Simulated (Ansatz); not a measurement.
# C2H4Si: the cost of one run

All numbers below are computed with Ansatz 0.2.0 (RKS PBE/def2-SVP).

## 1. The system as given

Bond lengths: C1–C2 1.227 Å, C2–Si3 1.866 Å, C1–H4 1.004 Å, Si3–H5 1.476 Å, Si3–H6 1.490 Å, Si3–H7 1.546 Å. Angles: C1–C2–Si3 178.0°, C2–C1–H4 177.2°, C2–Si3–H5 111.5°, C2–Si3–H6 111.5°, C2–Si3–H7 109.4°, H5–Si3–H6 109.9°, H5–Si3–H7 107.7°, H6–Si3–H7 106.6°.

Structure file:

```xyz
7

C    -0.5836   -1.9398    0.1844
C    -0.2602   -0.7617    0.0659
Si    0.2954    1.0111   -0.1120
H    -0.8913   -2.8923    0.2630
H    -0.0770    1.5644   -1.4289
H    -0.2571    1.8687    0.9741
H     1.8351    1.0817    0.0079
```

## 2. Preparing the start

input.yaml reads:

```yaml
crystal:
  periodic: [false, false, false]
  atoms:
    - { symbol: C, position_ang: [-0.5836, -1.9398, 0.1844] }
    - { symbol: C, position_ang: [-0.2602, -0.7617, 0.0659] }
    - { symbol: Si, position_ang: [0.2954, 1.0111, -0.112] }
    - { symbol: H, position_ang: [-0.8913, -2.8923, 0.263] }
    - { symbol: H, position_ang: [-0.077, 1.5644, -1.4289] }
    - { symbol: H, position_ang: [-0.2571, 1.8687, 0.9741] }
    - { symbol: H, position_ang: [1.8351, 1.0817, 0.0079] }
basis:
  gaussian: { orbitals: def2-SVP }
hamiltonian:
  xc: pbe
relax:
  f_tol: 0.02
  max_steps: 40
scf:
  lower_state_search: "off"
```

Command:

```bash
ansatz run input.yaml --threads 1 --pin off --max-ram 2048MiB --backend cpu --events-out ev --progress --plain --runs-dir out
```

Q: Estimate wall time and peak memory on 1 thread of AMD EPYC 9R45 (Zen 5), shared host.

About 1.7 s, with a peak of 0.12 GiB.
